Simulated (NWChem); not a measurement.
System: C2H4O2, triplet; SMILES of the neutral closed-shell parent COC=O

The following NWChem deck was run.

```
start job
memory heap 200 mb stack 900 mb global 1100 mb
geometry units angstroms noautoz
  C     -0.493482    -1.359606    -0.067148
  O      0.546940    -0.497949     0.357976
  C      0.586885     0.727833    -0.230279
  O     -0.229004     1.575812     0.395722
  H     -0.412315    -1.574312    -1.147845
  H     -0.386002    -2.295501     0.496888
  H     -1.485975    -0.926302     0.138487
  H      0.512196     0.774685    -1.336711
end
basis spherical
  C library def2-svp
  O library def2-svp
  H library def2-svp
end
dft
  odft
  mult 3
  xc bhlyp
  iterations 150
  mulliken
end
task dft energy
```

Excerpt of the output:

```
             Northwest Computational Chemistry Package (NWChem) 7.3.0
             --------------------------------------------------------

 C1  symmetry detected

                             Geometry "geometry" -> ""
                             -------------------------

 Output coordinates in angstroms (scale by  1.889725989 to convert to a.u.)

  No.       Tag          Charge          X              Y              Z
 ---- ---------------- ---------- -------------- -------------- --------------
    1 C                    6.0000    -0.39900660    -1.43321161    -0.10617010
    2 O                    8.0000     0.49634290    -0.45627252     0.39343015
    3 C                    6.0000     0.52867886     0.72566184    -0.27900320
    4 O                    8.0000    -0.43476350     1.53864456     0.15396148
    5 H                    1.0000    -0.14091934    -1.71247952    -1.14347100
    6 H                    1.0000    -0.30484982    -2.31567482     0.54034456
    7 H                    1.0000    -1.44162229    -1.07634778    -0.08007032
    8 H                    1.0000     0.61672271     0.69082447    -1.38489649

 Effective nuclear repulsion energy (a.u.)     119.0220208917

                                 NWChem DFT Module
                                 -----------------

 Summary of "ao basis" -> "ao basis" (spherical)
 ------------------------------------------------------------------------------
       Tag                 Description            Shells   Functions and Types
 ---------------- ------------------------------  ------  ---------------------
 C                          def2-svp                 6       14   3s2p1d
 O                          def2-svp                 6       14   3s2p1d
 H                          def2-svp                 3        5   2s1p

            General Information
            -------------------
          SCF calculation type: DFT
          Wavefunction type:  spin polarized.
          No. of atoms     :     8
          No. of electrons :    32
           Alpha electrons :    17
            Beta electrons :    15
          Charge           :     0
          Spin multiplicity:     3
          Use of symmetry is: off; symmetry adaption is: off
          Maximum number of iterations: 150
          AO basis - number of functions:    76
                     number of shells:    36
          Convergence on energy requested:  1.00D-06
          Convergence on density requested:  1.00D-05
          Convergence on gradient requested:  5.00D-04

              XC Information
              --------------
                        BHLYP Method XC Functional
                     Hartree-Fock (Exact) Exchange  0.500
                        Slater Exchange Functional  0.500 local
                    Becke 1988 Exchange Functional  0.500 non-local
              Lee-Yang-Parr Correlation Functional  1.000

             Grid Information
             ----------------
          Grid used for XC integration:  medium
          Radial quadrature: Mura-Knowles
          Angular quadrature: Lebedev.
          Tag              B.-S. Rad. Rad. Pts. Rad. Cut. Ang. Pts.
          ---              ---------- --------- --------- ---------
          C                   0.70       49          10.0       434
          O                   0.60       49          10.0       434
          H                   0.35       45          10.0       434
          Grid pruning is: on
          Number of quadrature shells:   376
          Spatial weights used:  Erf1

      Superposition of Atomic Density Guess
      -------------------------------------

 Sum of atomic energies:        -226.62904483

      Non-variational initial energy
      ------------------------------

 Total energy =    -228.164139
 1-e energy   =    -545.064738
 2-e energy   =     197.878578
 HOMO         =      -0.358931
 LUMO         =      -0.071326

     ---------------------------------------------
      Total Density - Mulliken Population Analysis
     ---------------------------------------------

    Atom       Charge   Shell Charges
 -----------   ------   -------------------------------------------------------
    1 C    6     5.78   1.99  0.93  0.20  1.77  0.84  0.04
    2 O    8     8.10   1.99  1.10  0.66  2.65  1.69  0.01
    3 C    6     5.65   1.99  0.93  0.30  1.62  0.72  0.08
    4 O    8     8.91   1.99  1.14  0.74  3.05  1.98  0.01
    5 H    1     0.86   0.63  0.21  0.02
    6 H    1     0.92   0.69  0.22  0.02
    7 H    1     0.82   0.61  0.19  0.02
    8 H    1     0.95   0.68  0.25  0.02

     --------------------------------------------
      Spin Density - Mulliken Population Analysis
     --------------------------------------------

    Atom       Charge   Shell Charges
 -----------   ------   -------------------------------------------------------
    1 C    6     0.15   0.00  0.01 -0.01  0.10  0.04  0.01
    2 O    8     0.53   0.00  0.01 -0.00  0.35  0.17  0.00
    3 C    6     0.74   0.00  0.04  0.07  0.35  0.29  0.01
    4 O    8     0.30   0.00  0.00 -0.00  0.22  0.09  0.00
    5 H    1     0.08   0.06  0.02  0.00
    6 H    1     0.02   0.01  0.01  0.00
    7 H    1     0.11   0.08  0.03  0.00
    8 H    1     0.06   0.04  0.02  0.00

   convergence    iter        energy       DeltaE   RMS-Dens  Diis-err
 ---------------- ----- ----------------- --------- --------- ---------
 d= 0,ls=0.0,diis     1   -228.3716810309 -3.47D+02  1.12D-02  2.74D-01
                                                     1.33D-02  3.02D-01
 d= 0,ls=0.0,diis     2   -228.0917301930  2.80D-01  8.77D-03  1.33D+00
                                                     7.00D-03  9.66D-01
 d= 0,ls=0.0,diis     3   -228.5742195523 -4.82D-01  2.17D-03  2.41D-02
                                                     2.41D-03  1.59D-02
 d= 0,ls=0.0,diis     4   -228.5909893491 -1.68D-02  9.25D-04  2.10D-02
                                                     1.01D-03  1.50D-02
 d= 0,ls=0.0,diis     5   -228.6002320476 -9.24D-03  9.93D-04  6.14D-03
                                                     1.64D-03  4.39D-03
  Resetting Diis
 d= 0,ls=0.0,diis     6   -228.6075545400 -7.32D-03  6.60D-04  1.76D-03
                                                     1.25D-03  1.46D-03
 d= 0,ls=0.0,diis     7   -228.6107364688 -3.18D-03  1.82D-04  1.65D-04
                                                     4.82D-04  3.93D-04
 d= 0,ls=0.0,diis     8   -228.6114423497 -7.06D-04  1.02D-04  1.21D-04
                                                     2.43D-04  2.36D-04
 d= 0,ls=0.0,diis     9   -228.6117467919 -3.04D-04  2.40D-04  4.19D-05
                                                     8.46D-04  1.38D-04
 d= 0,ls=0.0,diis    10   -228.6123988546 -6.52D-04  3.03D-05  1.73D-05
                                                     1.10D-04  4.70D-05
 d= 0,ls=0.0,diis    11   -228.6124659227 -6.71D-05  5.18D-05  4.98D-06
                                                     3.53D-04  3.11D-05
 d= 0,ls=0.0,diis    12   -228.6126356679 -1.70D-04  4.09D-05  3.92D-06
                                                     3.01D-04  1.64D-05
 d= 0,ls=0.0,diis    13   -228.6127351739 -9.95D-05  3.96D-05  3.04D-06
                                                     2.28D-04  9.06D-06
 d= 0,ls=0.0,diis    14   -228.6127860524 -5.09D-05  3.90D-05  1.23D-06
                                                     2.75D-04  4.25D-06
 d= 0,ls=0.0,diis    15   -228.6128196468 -3.36D-05  1.28D-05  2.98D-07
                                                     8.44D-05  5.73D-07
 d= 0,ls=0.0,diis    16   -228.6128227383 -3.09D-06  5.95D-06  8.25D-08
                                                     2.79D-05  7.01D-08
 d= 0,ls=0.0,diis    17   -228.6128229814 -2.43D-07  1.02D-06  5.23D-09
                                                     2.64D-06  7.04D-09

         Total DFT energy =     -228.612822981360
      One electron energy =     -547.193857139442
           Coulomb energy =      228.896192977014
    Exchange-Corr. energy =      -29.337179710631
 Nuclear repulsion energy =      119.022020891699

 Numeric. integr. density =       31.999999758003

                    DFT Final Alpha Molecular Orbital Analysis
                    ------------------------------------------

 Vector   15  Occ=1.000000D+00  E=-4.228595D-01
              MO Center=  8.1D-02, -6.1D-01,  1.8D-01, r^2= 2.4D+00
   Bfn.  Coefficient  Atom+Function         Bfn.  Coefficient  Atom+Function
  ----- ------------  ---------------      ----- ------------  ---------------
    20      0.336429  2 O  pz                23      0.245923  2 O  pz
    62     -0.243119  6 H  s                 18      0.230539  2 O  px
     6     -0.208082  1 C  pz                47     -0.208856  4 O  py
    21      0.169208  2 O  px                19     -0.162968  2 O  py
    33      0.163731  3 C  py                50     -0.144151  4 O  py

 Vector   16  Occ=1.000000D+00  E=-3.747666D-01
              MO Center=  1.5D-01, -5.2D-01,  7.2D-02, r^2= 1.9D+00
   Bfn.  Coefficient  Atom+Function         Bfn.  Coefficient  Atom+Function
  ----- ------------  ---------------      ----- ------------  ---------------
    18      0.370079  2 O  px                20     -0.353300  2 O  pz
    21      0.276497  2 O  px                23     -0.263146  2 O  pz
    57     -0.207214  5 H  s                 19     -0.204169  2 O  py
    67      0.199552  7 H  s                 47     -0.164683  4 O  py
    22     -0.154386  2 O  py                58     -0.135763  5 H  s

 Vector   17  Occ=1.000000D+00  E=-2.591294D-01
              MO Center=  5.2D-01,  7.8D-01, -1.3D-01, r^2= 1.6D+00
   Bfn.  Coefficient  Atom+Function         Bfn.  Coefficient  Atom+Function
  ----- ------------  ---------------      ----- ------------  ---------------
    32      0.461516  3 C  px                35      0.349807  3 C  px
    46     -0.278364  4 O  px                31      0.266682  3 C  s
    49     -0.239508  4 O  px                34      0.232380  3 C  pz
    33      0.217784  3 C  py                30      0.198763  3 C  s
    36      0.199273  3 C  py                18     -0.167608  2 O  px

 Vector   18  Occ=0.000000D+00  E= 1.009739D-01
              MO Center= -3.9D-01, -1.4D+00, -7.6D-01, r^2= 5.1D+00
   Bfn.  Coefficient  Atom+Function         Bfn.  Coefficient  Atom+Function
  ----- ------------  ---------------      ----- ------------  ---------------
     3      2.303868  1 C  s                 58     -1.307538  5 H  s
    68     -1.035108  7 H  s                 63     -0.995736  6 H  s
    73     -0.824538  8 H  s                 31      0.474281  3 C  s
    37     -0.427899  3 C  pz                 8     -0.355525  1 C  py
     9     -0.290093  1 C  pz                 7     -0.252700  1 C  px

 Vector   19  Occ=0.000000D+00  E= 1.375835D-01
              MO Center=  4.2D-02, -4.0D-01, -9.2D-01, r^2= 6.2D+00
   Bfn.  Coefficient  Atom+Function         Bfn.  Coefficient  Atom+Function
  ----- ------------  ---------------      ----- ------------  ---------------
    73      1.772028  8 H  s                 31     -1.438161  3 C  s
     3      1.381578  1 C  s                 63     -1.085851  6 H  s
    68     -0.878322  7 H  s                 37      0.686402  3 C  pz
     9      0.445018  1 C  pz                34      0.232956  3 C  pz
     7     -0.222476  1 C  px                45      0.174083  4 O  s

 Vector   20  Occ=0.000000D+00  E= 1.639383D-01
              MO Center= -5.1D-01, -1.8D+00, -1.7D-02, r^2= 4.2D+00
   Bfn.  Coefficient  Atom+Function         Bfn.  Coefficient  Atom+Function
  ----- ------------  ---------------      ----- ------------  ---------------
    63      1.661435  6 H  s                 68     -1.059930  7 H  s
     8      1.018766  1 C  py                58     -0.987678  5 H  s
     9     -0.720209  1 C  pz                 3      0.574791  1 C  s
    73      0.553176  8 H  s                 17     -0.419805  2 O  s
    37      0.315552  3 C  pz                31     -0.306688  3 C  s

                     DFT Final Beta Molecular Orbital Analysis
                     -----------------------------------------

 Vector   13  Occ=1.000000D+00  E=-4.396048D-01
              MO Center= -1.9D-01, -3.3D-02,  1.0D-01, r^2= 3.2D+00
   Bfn.  Coefficient  Atom+Function         Bfn.  Coefficient  Atom+Function
  ----- ------------  ---------------      ----- ------------  ---------------
    46      0.269591  4 O  px                62     -0.238385  6 H  s
    47      0.223243  4 O  py                49      0.191659  4 O  px
    67      0.185725  7 H  s                  5      0.184421  1 C  py
    33      0.182155  3 C  py                20      0.162130  2 O  pz
    50      0.158695  4 O  py                 4     -0.152327  1 C  px

 Vector   14  Occ=1.000000D+00  E=-4.067726D-01
              MO Center=  6.4D-03,  2.1D-01,  2.0D-01, r^2= 2.6D+00
   Bfn.  Coefficient  Atom+Function         Bfn.  Coefficient  Atom+Function
  ----- ------------  ---------------      ----- ------------  ---------------
    20      0.352050  2 O  pz                23      0.267247  2 O  pz
    46     -0.252301  4 O  px                48     -0.233604  4 O  pz
    47     -0.223054  4 O  py                49     -0.191286  4 O  px
     6     -0.184560  1 C  pz                51     -0.173419  4 O  pz
    18      0.165795  2 O  px                50     -0.159241  4 O  py

 Vector   15  Occ=1.000000D+00  E=-3.644028D-01
              MO Center=  1.6D-01, -3.6D-01,  6.7D-02, r^2= 2.0D+00
   Bfn.  Coefficient  Atom+Function         Bfn.  Coefficient  Atom+Function
  ----- ------------  ---------------      ----- ------------  ---------------
    18      0.391774  2 O  px                20     -0.310487  2 O  pz
    21      0.302689  2 O  px                23     -0.232144  2 O  pz
    67      0.195412  7 H  s                 19     -0.185440  2 O  py
    57     -0.180972  5 H  s                 72     -0.159883  8 H  s
    47     -0.157534  4 O  py                48     -0.154974  4 O  pz

 Vector   16  Occ=0.000000D+00  E=-9.190156D-02
              MO Center= -2.9D-01,  1.3D+00,  7.8D-02, r^2= 1.3D+00
   Bfn.  Coefficient  Atom+Function         Bfn.  Coefficient  Atom+Function
  ----- ------------  ---------------      ----- ------------  ---------------
    48      0.436151  4 O  pz                51      0.393298  4 O  pz
    47     -0.324346  4 O  py                50     -0.303174  4 O  py
    17     -0.242924  2 O  s                 73      0.188049  8 H  s
    36     -0.171819  3 C  py                19     -0.154684  2 O  py
    22     -0.144572  2 O  py                72      0.136824  8 H  s

 Vector   17  Occ=0.000000D+00  E= 2.513928D-02
              MO Center=  6.1D-01,  7.4D-01, -1.9D-01, r^2= 2.1D+00
   Bfn.  Coefficient  Atom+Function         Bfn.  Coefficient  Atom+Function
  ----- ------------  ---------------      ----- ------------  ---------------
    35      0.495513  3 C  px                 3      0.422337  1 C  s
    31      0.413426  3 C  s                 32      0.395706  3 C  px
    73     -0.272450  8 H  s                 36      0.254449  3 C  py
    63     -0.248495  6 H  s                 49     -0.241509  4 O  px
    46     -0.236025  4 O  px                17     -0.210156  2 O  s

 Vector   18  Occ=0.000000D+00  E= 1.054880D-01
              MO Center= -4.5D-01, -1.4D+00, -6.3D-01, r^2= 5.1D+00
   Bfn.  Coefficient  Atom+Function         Bfn.  Coefficient  Atom+Function
  ----- ------------  ---------------      ----- ------------  ---------------
     3      2.395425  1 C  s                 58     -1.345249  5 H  s
    68     -1.086503  7 H  s                 63     -1.042271  6 H  s
    73     -0.620157  8 H  s                  8     -0.362895  1 C  py
    37     -0.346736  3 C  pz                31      0.328216  3 C  s
     9     -0.289315  1 C  pz                 7     -0.263416  1 C  px

[...]
```

Level: BHandHLYP/def2-SVP, spin-unrestricted. All runs use the structure optimised with PBE0/def2-SVP, spin-unrestricted. The spin multiplicity was typed, not searched, and may not be the lowest. No stability test was run on the SCF state.
